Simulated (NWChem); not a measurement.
Program: NWChem. System: P (+1), charge 1, spin multiplicity 3. Its SCF solution wasn't tested for a lower state. Level: UPBE0/def2-TZVP.

Job file:

```
start mol
memory heap 200 mb stack 900 mb global 1100 mb
charge 1
geometry units angstroms nocenter noautoz
  P      0.000000     0.000000     0.000000
  symmetry group D2h
end
basis spherical
  * library def2-tzvp
end
dft
  xc pbe0
  odft
  mult 3
  semidirect memsize 60000000 filesize 0
  iterations 100
end
task dft energy
```

Output (cleaned and shortened):

```
             Northwest Computational Chemistry Package (NWChem) 7.3.0
             --------------------------------------------------------

                                NWChem Input Module
                                -------------------

 Scaling coordinates for geometry "geometry" by  1.889725989
 (inverse scale =  0.529177249)

                             Geometry "geometry" -> ""
                             -------------------------

 Output coordinates in angstroms (scale by  1.889725989 to convert to a.u.)

  No.       Tag          Charge          X              Y              Z
 ---- ---------------- ---------- -------------- -------------- --------------
    1 P                   15.0000     0.00000000     0.00000000     0.00000000

 Effective nuclear repulsion energy (a.u.)       0.0000000000

            Nuclear Dipole moment (a.u.)
            ----------------------------
        X                 Y               Z
 ---------------- ---------------- ----------------
     0.0000000000     0.0000000000     0.0000000000

      Symmetry information
      --------------------

 Group name             D2h
 Group number             26
 Group order               8
 No. of unique centers     1

      Symmetry unique atoms

     1


 Summary of "ao basis" -> "" (spherical)
 ------------------------------------------------------------------------------
       Tag                 Description            Shells   Functions and Types
 ---------------- ------------------------------  ------  ---------------------
 *                         def2-tzvp                  on all atoms

                                 NWChem DFT Module
                                 -----------------

 Summary of "ao basis" -> "ao basis" (spherical)
 ------------------------------------------------------------------------------
       Tag                 Description            Shells   Functions and Types
 ---------------- ------------------------------  ------  ---------------------
 P                         def2-tzvp                13       37   5s5p2d1f

 Summary of "ao basis" -> "ao basis" (spherical)
[...]
                     -----------------------------------------

 Vector    4  Occ=1.000000D+00  E=-5.163027D+00  Symmetry=b3u
              MO Center= -3.0D-18,  3.2D-34,  1.6D-33, r^2= 8.2D-02
   Bfn.  Coefficient  Atom+Function         Bfn.  Coefficient  Atom+Function
  ----- ------------  ---------------      ----- ------------  ---------------
     6      0.718051  1 P  px                 9      0.343148  1 P  px
    12      0.069510  1 P  px

 Vector    5  Occ=1.000000D+00  E=-5.163027D+00  Symmetry=b2u
              MO Center=  3.1D-34, -9.3D-18,  5.7D-33, r^2= 8.2D-02
   Bfn.  Coefficient  Atom+Function         Bfn.  Coefficient  Atom+Function
  ----- ------------  ---------------      ----- ------------  ---------------
     7      0.718051  1 P  py                10      0.343148  1 P  py
    13      0.069510  1 P  py

 Vector    6  Occ=1.000000D+00  E=-8.486015D-01  Symmetry=ag
              MO Center=  1.9D-16,  2.0D-16,  2.0D-16, r^2= 1.1D+00
   Bfn.  Coefficient  Atom+Function         Bfn.  Coefficient  Atom+Function
  ----- ------------  ---------------      ----- ------------  ---------------
     4      0.829025  1 P  s                  3     -0.482754  1 P  s
     5      0.359286  1 P  s                  2      0.096612  1 P  s
     1      0.083817  1 P  s                 23      0.027861  1 P  d  0
    28      0.027756  1 P  d  0

 Vector    7  Occ=0.000000D+00  E=-4.652720D-01  Symmetry=b1u
              MO Center=  4.9D-17, -6.3D-17,  4.8D-16, r^2= 1.6D+00
   Bfn.  Coefficient  Atom+Function         Bfn.  Coefficient  Atom+Function
  ----- ------------  ---------------      ----- ------------  ---------------
    17      0.602523  1 P  pz                20      0.295206  1 P  pz
    14      0.250781  1 P  pz                 8     -0.206196  1 P  pz
    11     -0.094072  1 P  pz

 Vector    8  Occ=0.000000D+00  E=-4.131515D-01  Symmetry=b3u
              MO Center= -2.0D-16, -3.4D-32, -2.7D-32, r^2= 1.7D+00
   Bfn.  Coefficient  Atom+Function         Bfn.  Coefficient  Atom+Function
  ----- ------------  ---------------      ----- ------------  ---------------
    15      0.568152  1 P  px                18      0.340549  1 P  px
    12      0.244847  1 P  px                 6     -0.201822  1 P  px
     9     -0.089263  1 P  px

 Vector    9  Occ=0.000000D+00  E=-4.131515D-01  Symmetry=b2u
              MO Center=  4.1D-31, -2.1D-16,  1.5D-31, r^2= 1.7D+00
   Bfn.  Coefficient  Atom+Function         Bfn.  Coefficient  Atom+Function
  ----- ------------  ---------------      ----- ------------  ---------------
    16      0.568152  1 P  py                19      0.340549  1 P  py
    13      0.244847  1 P  py                 7     -0.201822  1 P  py
    10     -0.089263  1 P  py

   alpha - beta orbital overlaps
   -----------------------------

   alpha      1      2      3      4      5      6      7      8      9     10
    beta      1      2      3      5      4      6      8      9      7     17
 overlap   1.000  1.000  1.000  1.000  1.000  0.998  0.997  0.997  1.000  1.000

   alpha     11     12     13     14     15     16     17     18     19     20
    beta     16     12     11     10     14     15     13     18     20     21
 overlap   1.000  1.000  1.000  0.996  0.997  0.997  1.000  0.998  1.000  1.000

   alpha     21     22     23     24     25     26     27     28     29     30
    beta     19     23     22     28     27     29     30     26     25     24
 overlap   0.999  1.000  1.000  1.000  1.000  1.000  1.000  0.999  0.999  0.998

   alpha     31     32     33     34     35     36     37
    beta     32     33     31     34     36     35     37
 overlap   1.000  1.000  0.998  1.000  1.000  1.000  1.000

     --------------------------
     Expectation value of S2:
     --------------------------
      <S2> =      2.0050 (Exact =     2.0000)

 Task  times  cpu:        0.7s     wall:        0.7s

 Total times  cpu:        0.8s     wall:        0.8s
```
